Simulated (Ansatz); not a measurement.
# AsP2Sb (PPAsSb tetrahedron): the cost of one run

Method: the settings change from run to run; program: Ansatz 0.2.0, Gaussian basis.

2 further runs of the same task are left out: 1 that didn't finish, 1 set aside as unsound or not needed. Runs told in other sessions of the task aren't counted.

### 1 The molecule

An earlier r2SCAN-D4/def2-SVP relaxation fixed the geometry. Sb takes a core potential in def2 sets; no spin-orbit term is included.

4 atoms, charge 0, spin multiplicity 1.

Atoms are counted from 1 here; the program's logs count them from 0.

Bond lengths: P1–As3 2.339 Å, P1–Sb4 2.541 Å, P2–As3 2.339 Å, P2–Sb4 2.541 Å, As3–Sb4 2.626 Å. Angles: As3–P1–Sb4 64.9°, As3–P2–Sb4 64.9°, P1–As3–P2 57.0°, P1–As3–Sb4 61.3°, P2–As3–Sb4 61.3°, P1–Sb4–P2 52.1°, P1–Sb4–As3 53.8°, P2–Sb4–As3 53.8°.

### 2 HF/def2-TZVPP

Set apart from the defaults: charge -1, multiplicity 2, atoms shaken by 0.15 Å.

The input, in.yaml:

```yaml
crystal:
  periodic: [false, false, false]
  atoms:
    - {symbol: P, position_ang: [-1.194734, 0.416205, -0.692789]}
    - {symbol: P, position_ang: [-0.306958, -0.740617, 1.079085]}
    - {symbol: As, position_ang: [0.786472, 1.206022, 0.529906]}
    - {symbol: Sb, position_ang: [0.739298, -0.850727, -1.204088]}
basis:
  gaussian: {orbitals: def2-TZVPP}
total_charge: -1
magnetization: {spin_polarized: true, initial_magnetization: 1}
hamiltonian: {xc: {name: HF}}
scf: {omitted_lower_state_checks: [starts]}
output: {forces: true}
```

Run with:

```
ansatz run in.yaml --threads 4 --pin off --events-out ev --progress --plain --max-ram 3916MiB
```

Q: Estimate wall time and peak memory on 4 threads of Arm Neoverse V1, shared host.

About 7.5 s, with a peak of 0.68 GiB.
